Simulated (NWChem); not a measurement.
System: N$_{2}$ cation, doublet

Input file for NWChem:

```
start job
memory heap 200 mb stack 900 mb global 1100 mb
charge 1
geometry units angstroms noautosym nocenter noautoz
  N      0.000000     0.000000    -0.558486
  N      0.000000     0.000000     0.558486
end
basis spherical
  N library def2-svp
end
dft
  odft
  mult 2
  xc m06-2x
  iterations 150
end
cosmo
  dielec 2.4
end
task dft energy
```

The geometry was optimised at B3LYP/6-31G* (spherical d), spin-unrestricted. No stability test was run on the SCF state.

Level: M06-2X/def2-SVP with COSMO at NWChem's default radii, gas-phase geometry; the question gives the dielectric constant. Reactions with the solvent are ignored.

Q: Give the results of this calculation. (M06-2X/def2-SVP, spin-unrestricted, COSMO on the gas-phase geometry.) Quantities: electrostatic solvation energy (kcal/mol).

A: 
```json
{
 "electrostatic solvation energy (kcal/mol)": "-47.0"
}
```
